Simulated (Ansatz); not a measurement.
Input file:

```yaml
crystal:
  periodic: [false, false, false]
  atoms:
    - { symbol: "N", position_ang: [-0.6334, 0.568, -1.1402] }
    - { symbol: Si, position_ang: [0.5101, 0.1707, -0.0377] }
    - { symbol: S, position_ang: [-0.5314, -1.1022, 1.3131] }
    - { symbol: H, position_ang: [-0.9938, -0.2276, -1.5564] }
    - { symbol: H, position_ang: [-1.448, 1.0322, -0.6576] }
    - { symbol: H, position_ang: [0.9899, 1.402, 0.6547] }
    - { symbol: H, position_ang: [1.602, -0.568, -0.738] }
    - { symbol: H, position_ang: [0.5966, -1.3322, 2.1062] }
magnetization:
  spin_polarized: true
basis:
  gaussian: { orbitals: "6-31G" }
hamiltonian:
  xc: pbe
  dispersion: d4
relax:
  f_tol: 0.02
  max_steps: 40
```

Command:

```bash
$ ansatz run input.yaml --threads 1 --pin off --max-ram 2048MiB --backend cpu --events-out ev --progress --plain --runs-dir out
```

Hardware: 1 thread of Arm Neoverse V2, with other jobs on the host.

Roughly how long does this run take, and how much memory?

45 s, with a peak of 0.14 GiB, for 20 ionic steps.
